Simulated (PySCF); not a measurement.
H2O, SMILES O. Coordinates come from a TPSSh-D3(BJ)/def2-TZVPD optimisation.

Level of theory: TPSSh-D3(BJ)/def2-TZVPD in PySCF.

Harmonic wavenumbers (cm⁻¹): 1639, 3767, 3870. Rotational constants (GHz): 810.6, 429.6, 280.8; symmetry number 2.

**Question.** Work out the zero-point energy and the ideal-gas rigid-rotor harmonic-oscillator thermochemistry at 298.15 K and 1 atm.

**Answer.** ZPE = ½ Σ hcν = ½ × 9276 cm⁻¹ = 55.48 kJ/mol. H − E(el) = 65.41 kJ/mol. Entropy in J/(mol K): translation 144.80, rotation 43.91, vibration 0.03, total 188.75. G − E(el) = 9.13 kJ/mol. Cp = 33.45 J/(mol K).
